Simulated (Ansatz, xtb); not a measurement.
## CH2AlS: where a starting geometry ends

The starting geometry of this gas-phase doublet was built from a drawn formula by distance geometry and a force field; its bonds are those of `[C]1=[SH][AlH]1`.

```xyz
5

C    -0.1471   -0.4893   -0.7051
Al   -0.5071    1.2618   -1.7821
S    -1.3337    0.5398   -0.1458
H    -0.6722    1.1054    0.9189
H    -0.3657    2.2882   -2.9990
```

Q: Predict what becomes of its bonds when it is optimised with r2SCAN-D4/def2-SVP.

A: A bond breaks, giving a structure given below by its coordinates. Distances that change by over a tenth: C1–Al2 (2.09 → 1.80 Å). Contacts that open: Al2–S3 (1.97 → 3.35 Å).

The energy falls by 2.75 eV over 22 steps:

```
step  E − E(last) (eV)
   1             2.752
   3             0.975
   6             0.744
   8             0.680
  10             0.554
  13             0.107
  15             0.032
  17             0.019
  20             0.001
  22             0.000
```

Final geometry (Å):

```xyz
5

C    -0.6306    0.8366   -0.7482
Al   -0.7027    1.3974   -2.4615
S    -1.1305   -0.0854    0.5098
H    -0.7995    0.6716    1.6203
H     0.2374    1.8856   -3.6335
```

From the same start GFN2-xTB reaches the same bonding as this run.

The end wasn't checked by frequencies. Open shells are spin-unrestricted. Run with Ansatz 0.2.0, 5.6 min on 1 thread of AMD EPYC (Zen 3), on a shared host.
